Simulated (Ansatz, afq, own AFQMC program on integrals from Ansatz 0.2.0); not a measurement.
AFQMC on a folder of integrals that Ansatz 0.2.0 wrote.

```yaml
crystal:
  periodic: [false, false, false]
  atoms:
    - {symbol: C, position_ang: [0.841262, -2.378243, 2.440274]}
    - {symbol: O, position_ang: [1.097847, -1.211256, 1.815447]}
    - {symbol: H, position_ang: [-0.142444, -2.413579, 2.954673]}
    - {symbol: H, position_ang: [0.985600, -3.278631, 1.806429]}
    - {symbol: H, position_ang: [1.604076, -2.457421, 3.251868]}
basis:
  gaussian: {orbitals: def2-SVP}
magnetization: {spin_polarized: true, initial_magnetization: 1}
correlation: {method: ccsd_t, electrons: outside_noble_gas, hamiltonian_folder: ham}
```

```sh
$ ansatz run in.yaml --threads 1 --pin off --events-out ev --progress --plain --max-ram 24576MiB --backend cuda --devices 0, --max-vram 18GiB
```

afq runs on the folder ham with

```
--method phaseless --trial cisd --walkers 4000 --populations 20 --least-time 60 --time-step 0.005 --steps-per-block 50 --equilibration-blocks 28 --max-blocks 4000 --target-error 0.00013 --factor-cut 1e-05 --start spin_pure --seed 3974 --release-times 0.24,0.5,1,1.5 --release-step 0.02 --release-every 3 --taylor-order 6
```

Times are imaginary, in 1/Eh. The walk had a cap of 132 s. With eight or more populations the least sampling time is a fifth of least-time, and the error comes from their spread.

Output of the walk:

```
orbitals 41  electrons 7 6  factors 322 of 433
reference energy -114.33091396 Eh
CCSD correlation -0.31801095 Eh in 17 cycles, weight of the determinant in the CISD state 0.8988
energy of the start -114.648680 Eh
 block  time / (1/Eh)  mean weight  energy / Eh
     1     0.250  1.0001  -114.645337
     2     0.500  0.9998  -114.649297
     3     0.750  1.0000  -114.652464
     4     1.000  1.0000  -114.654182
     5     1.250  0.9995  -114.655192
     8     2.000  0.9998  -114.656645
    11     2.750  0.9998  -114.656315
    17     4.250  0.9998  -114.656052
    23     5.750  1.0004  -114.655491
    29     7.250  1.0003  -114.656575
    35     8.750  0.9994  -114.656820
    41    10.250  0.9999  -114.656351
    47    11.750  1.0002  -114.652890
    53    13.250  0.9999  -114.656364
    59    14.750  1.0000  -114.657457
    65    16.250  0.9999  -114.655937
    71    17.750  0.9999  -114.656889
    73    18.250  0.9998  -114.658082
    77    19.250  1.0000  -114.655901
    83    20.750  0.9999  -114.656097
error from the spread of 20 populations
released: time / (1/Eh)  energy / Eh  error  mean overlap
  0.24  -114.656876  0.000119  0.9972
  0.50  -114.656840  0.000114  0.9968
  1.00  -114.656882  0.000105  0.9938
  1.50  -114.656838  0.000155  0.9926
energy -114.656670 +/- 0.000186 Eh
(rows thinned)
```

The run passed its tests (sampling time, drift between the halves within three errors, error under three times the target), which doesn't prove that it has relaxed, ending at its cap on processor time.

Against this walk (error 5.1 meV) on the same determinant: CCSD(T) 28.0 meV higher, CCSDT(Q) 2.0 meV lower (within the noise). The error is statistical and leaves out the bias of the constraint. Released to 1.50 1/Eh the energy moves by -5 ± 7 meV (both errors), within twice the noise.

Cautions: constraint bias not in the error; error above the target (5.1 against 3.5 meV).

The walk took 2.2 min on 2 threads of a server CPU with a shared H100 80 GB, shared host (the card was shared). The log's last line is the phaseless energy.

CCSDT and higher add their correlation energy to the determinant of the CCSD(T) run, since their own runs factorise the integrals more tightly (a shift of under 2 meV).
